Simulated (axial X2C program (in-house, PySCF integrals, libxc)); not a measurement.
# PH⁺: cheaper levels and CCSD(T), with spin–orbit coupling

All values were computed with an in-house all-electron X2C program for linear molecules (integrals from PySCF). Two-component (2c) means X2C with spin–orbit coupling and atomic mean-field two-electron Coulomb and Gaunt terms. Basis: P dyall-v3z [8s7p2d1f], H dyall-v3z [6s2p1d] (cores contracted in-house); Gaussian nuclei, density fitting, unrestricted open shells. Masses: P 30.974 u, H 1.008 u.

State: Ω = 1/2 (⟨Sz⟩ = -0.50, ⟨Lz⟩ = 1.00 at HF); fragments P+ + H.

```
 level  Re (Å)  ωe (cm⁻¹)  De (eV)
  PBE0   1.438     2359.3     3.38
    HF   1.415     2521.4     2.38
   MP2   1.423     2446.1     3.23
  CCSD   1.430     2388.3     3.38
r2SCAN   1.439     2345.5     3.23
```

Correlated methods: 5 electrons correlated (number of frozen shells: P 2 s, 1 p; H none), 101 virtual spin orbitals or spinors in MP2, 67 natural virtuals in coupled cluster.

CCSD(T), same Hamiltonian and basis:

Re = 1.432 Å, ωe = 2372.1 cm⁻¹, De = 3.41 eV; T1 = 0.013 (Lee–Taylor normalisation).

Question: Give the differences from CCSD(T) in the columns below.

Answer: 

```csv
level,ΔRe (Å),Δωe (cm⁻¹),ΔDe (eV)
PBE0,0.006,-13,-0.03
HF,-0.017,149,-1.03
MP2,-0.009,74,-0.18
CCSD,-0.002,16,-0.03
r2SCAN,0.007,-27,-0.18
```

The state is a single determinant with fixed occupations, the lowest that a limited PBE0 search found. Dissociation energies refer to the lowest single-determinant-based atoms at the same level and basis. Density functionals use the spin component along the axis (collinear). CCSD and (T) use frozen natural virtuals with an MP2 correction for the truncation; (T) itself is uncorrected, so its De runs slightly low. In 2c an atomic determinant is not the ground J level, so De misses part of the atomic spin–orbit lowering. This holds for PBE0, MP2, CCSD, r2SCAN, CCSD(T). Without a current term, density functionals place determinants with orbital angular momentum somewhat too high.
